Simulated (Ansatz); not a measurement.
Elastic constant C44 (GPa) of solids drawn from the class of oxides, at two levels: PBE in Ansatz (plane waves, PAW), and LDA in Ansatz (PAW).

```tsv
solid	PBE	LDA	shift (%)
rock-salt BaO	35.6	33.9	-4.8
cubic perovskite KTaO3	98.3	101	+2.7
corundum (α-Al2O3)	131	152	+16.0
anatase TiO2 (metastable phase)	48.1	47.0	-2.3
rock-salt SrO	54.4	56.0	+2.9
corundum Cr2O3	142	172	+21
cubic perovskite BaZrO3	83.5	88.0	+5.4
stishovite (SiO2)	227	253	+11.5
rock-salt MgO	141	153	+8.5
rock-salt CaO	75.7	80.0	+5.7
```

The shifts run from -4.8 % to +21 %, with a median of +5.5 %.

Of 10 rows, LDA is the larger in 8 and the smaller in 2.

Ansatz's runs of these crystals have no spin polarisation, but for corundum Cr2O3.

Density-functional runs with spin start from opposed moments for corundum Cr2O3.

Spin–orbit coupling is left out, also for the solids with elements from indium on (rock-salt BaO, cubic perovskite KTaO3, cubic perovskite BaZrO3); its size isn't shown.

Each level is taken at its own relaxed cell. Ansatz's density-functional and Hartree–Fock values are scalar-relativistic unless marked +SOC, with PAW data made under PBE.

Ansatz is a quantum-chemistry and plane-wave program.
